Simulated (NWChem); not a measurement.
## acetonitrile (C2H3N) in NWChem

```xyz
6

C      0.0096    -1.1749     0.0000
C     -0.0023     0.2783     0.0000
N     -0.0118     1.4351     0.0000
H     -0.5029    -1.5596     0.8932
H     -0.5029    -1.5596    -0.8932
H      1.0441    -1.5468     0.0000
```
Charge 0, spin multiplicity 1.

Program: NWChem. The geometry was optimised at PBE0/def2-SVP, a minimum by its harmonic frequencies.

Symmetry labels belong to the abelian group Cs used in the runs, with the axes of the coordinates shown; states degenerate in a higher group split over its labels.

**Question.** List the lowest 6 singlet excitations that TD-PBE/def2-SVPD gives, with oscillator strengths.

**Answer.** 
```tsv
state	symmetry	energy (eV)	wavelength (nm)	f
1	a"	7.81	159	0.000
2	a'	7.86	158	0.000
3	a"	7.86	158	0.000
4	a'	8.09	153	0.003
5	a"	8.09	153	0.003
6	a'	8.17	152	0.010
```
